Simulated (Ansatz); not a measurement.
System: trigonal Te. Method: r²SCANh (Ansatz, an electronic-structure program, plane waves, PAW).

Settings: plane-wave cutoff 520 eV, 9×9×4 k mesh (along the axes of the cell as run), Fermi–Dirac smearing 0.01 eV, scalar-relativistic PAW data made under PBE.

Computed at the level's own relaxed cell.

Q: Estimate the direct gap at Γ, lattice constant a and band gap that the calculation returns.

A: 
- direct gap at Γ = 2.48 eV
- lattice constant a = 4.703 Å
- band gap = 1.08 eV

Measured, for comparison: band gap 0.33 eV (temperature not stated, not corrected to a static lattice, compiled measured gap; kind and temperature not stated; as tabulated in Kothakonda et al. (2022), arXiv:2208.02841); lattice constant a 4.456 Å (293 K, not corrected to a static lattice; as tabulated in Wikipedia's data pages). Computed (rounded) less measured: lattice constant a +5.5 %.

Note: the cell comes from a level without a dispersion term, which matters for the spacing of layers, chains or molecules.

Spin–orbit coupling is not included; with these elements it can move the gap by several tenths of an eV or more.

The computed numbers hold no vibrational or temperature effects.

Cost on a shared machine: around 80 core-minutes (rough).
